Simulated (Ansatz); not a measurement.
Input file:

```yaml
crystal:
  periodic: [false, false, false]
  atoms:
    - {symbol: Al, position_ang: [0.000000, -0.087524, 0.000000]}
    - {symbol: H, position_ang: [0.000000, 1.171470, -1.137590]}
    - {symbol: H, position_ang: [0.000000, 1.171471, 1.137589]}
basis:
  gaussian: {orbitals: "6-31++G**", point_charges: [{charge: -0.50, position_ang: [3.356, 0.278, 0.499]}]}
total_charge: -1
magnetization: {spin_polarized: false}
correlation: {method: bccd, electrons: outside_noble_gas}
scf: {omitted_lower_state_checks: [cluster_reference]}
```

```sh
$ ansatz run in.yaml --threads 1 --pin off --events-out ev --progress --plain --max-ram 2393MiB
```

Log:

```
these checks for a lower state are left out or cut short: cluster_reference
295 factors; integrals over basis functions are off by at most 6.7e-4 eV
mean field evaluation 1: about -6610.5277 eV, gradient 7.8e0 eV
mean field evaluation 2: about -6610.5302 eV, gradient 7.8e0 eV
mean field evaluation 4: about -6611.0516 eV, gradient 7.2e-1 eV
mean field evaluation 8: about -6611.0628 eV, gradient 3.5e-3 eV
mean field -6611.06278053 eV, -242.9520760453 hartree, gradient 1.1e-6 eV, S^2 0.000000; 0 other end points of the search recorded, 0 dependent functions left out; unrestricted orbitals would lower it
5 core orbitals not correlated: weight in the atoms' cores, before any rotation towards them, 1.000 or more for the frozen orbitals, at most 0.000 for the correlated occupied ones
reference -6611.06278053 eV, -242.9520760453 hartree; 3, 3 occupied and 27, 27 virtual orbitals, 295 factors
second order -1.91649689 eV of doubles, -0.00000000 eV of singles
cycle   1  -2.31943759 eV  change   -4.0e-1 eV  update   6.4e-2
cycle   2  -2.50531238 eV  change   -1.9e-1 eV  update   2.7e-2
cycle   3  -2.51109464 eV  change   -5.8e-3 eV  update   7.8e-3
cycle   4  -2.51055417 eV  change    5.4e-4 eV  update   3.0e-3
cycle   5  -2.51053806 eV  change    1.6e-5 eV  update   1.2e-3
cycle   6  -2.51045960 eV  change    7.8e-5 eV  update   4.4e-4
cycle   7  -2.51046637 eV  change   -6.8e-6 eV  update   1.7e-4
cycle   8  -2.51051711 eV  change   -5.1e-5 eV  update   5.8e-5
cycle   9  -2.51049302 eV  change    2.4e-5 eV  update   1.9e-5
cycle  10  -2.51049487 eV  change   -1.9e-6 eV  update   6.8e-6
Total energy: -6613.57327540 eV, -243.0443350301 hartree
Checks for a lower state left out: cluster_reference
```

Ran on 1 thread of Arm Neoverse V2, shared host: 0.18 s wall, 0.07 GiB peak host memory.
